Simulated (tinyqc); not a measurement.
Inside a calculation. Method: FCI on RHF in the sto-3g basis, frozen core, for HF, spin multiplicity 1. One step of it, computed by the program tinyqc.

Problem. FCI: roots. Diagonalise (each vector has its largest component positive (the first on a tie)); all determinants have Ms = 0, so triplets appear too. The lowest singlet root is the correlation energy.

Occupation strings over the orbitals (2 doubly, a alpha, b beta, 0 empty; spin orbitals ordered 1a 1b 2a 2b ...): 222220 22a22b 2a222b 22b22a 2b222a 222202 222022 220222 2ab222 2ba222 202222

H - E(HF) between determinants (hartree):
```
           222220     22a22b     2a222b     22b22a     2b222a     222202     222022     220222
222220   0.000000   0.000000   0.000000   0.000000   0.000000   0.033068   0.033068   0.142089
22a22b   0.000000   0.852060  -0.018695  -0.142089  -0.063348   0.008454   0.008454   0.130446
2a222b   0.000000  -0.018695   1.672994  -0.063348  -0.103240   0.049026   0.049026  -0.088081
22b22a   0.000000  -0.142089  -0.063348   0.852060  -0.018695  -0.008454  -0.008454  -0.130446
2b222a   0.000000  -0.063348  -0.103240  -0.018695   1.672994  -0.049026  -0.049026   0.088081
222202   0.033068   0.008454   0.049026  -0.008454  -0.049026   1.599523   0.053770   0.057167
222022   0.033068   0.008454   0.049026  -0.008454  -0.049026   0.053770   1.599523   0.057167
220222   0.142089   0.130446  -0.088081  -0.130446   0.088081   0.057167   0.057167   1.925760
2ab222  -0.063348   0.088081  -0.115591  -0.014302   0.026183   0.049452   0.049452   0.172586
2ba222   0.063348  -0.014302   0.026183   0.088081  -0.115591  -0.049452  -0.049452  -0.172586
202222   0.103240   0.026183   0.075715  -0.026183  -0.075715   0.174842   0.174842   0.156960

           2ab222     2ba222     202222
222220  -0.063348   0.063348   0.103240
22a22b   0.088081  -0.014302   0.026183
2a222b  -0.115591   0.026183   0.075715
22b22a  -0.014302   0.088081  -0.026183
2b222a   0.026183  -0.115591  -0.075715
222202   0.049452  -0.049452   0.174842
222022   0.049452  -0.049452   0.174842
220222   0.172586  -0.172586   0.156960
2ab222   2.651257  -0.156960   0.090171
2ba222  -0.156960   2.651257  -0.090171
202222   0.090171  -0.090171   3.518992
```

Give: lowest roots of this matrix, relative to E(HF); lowest vectors; <S^2> of these roots; weight of the ground state by excitation level 0, 1, 2, ....

Solution.

lowest roots of this matrix, relative to E(HF) (hartree): [-0.0181, 0.6998, 0.9514, 1.5458, 1.5498, 1.5676, 1.7765, 1.9289]

lowest vectors, order 222220, 22a22b, 2a222b, 22b22a, 2b222a, 222202, 222022, 220222, 2ab222, 2ba222, 202222:
$$\begin{pmatrix}
0.9957 & 0.0000 & -0.0230 & 0.0000 \\
0.0078 & 0.7038 & 0.6911 & 0.0000 \\
0.0003 & 0.0637 & -0.0635 & 0.0000 \\
-0.0078 & 0.7038 & -0.6911 & 0.0000 \\
-0.0003 & 0.0637 & 0.0635 & 0.0000 \\
-0.0162 & 0.0000 & 0.0117 & 0.7071 \\
-0.0162 & 0.0000 & 0.0117 & -0.7071 \\
-0.0758 & 0.0000 & -0.1853 & 0.0000 \\
0.0281 & -0.0258 & -0.0272 & 0.0000 \\
-0.0281 & -0.0258 & 0.0272 & 0.0000 \\
-0.0257 & 0.0000 & 0.0022 & 0.0000
\end{pmatrix}$$

<S^2> of these roots: [0.0000, 2.0000, 0.0000, 0.0000, 0.0000, 2.0000, 0.0000, 0.0000]

weight of the ground state by excitation level 0, 1, 2, ...: [0.9914, 0.0001, 0.0085]
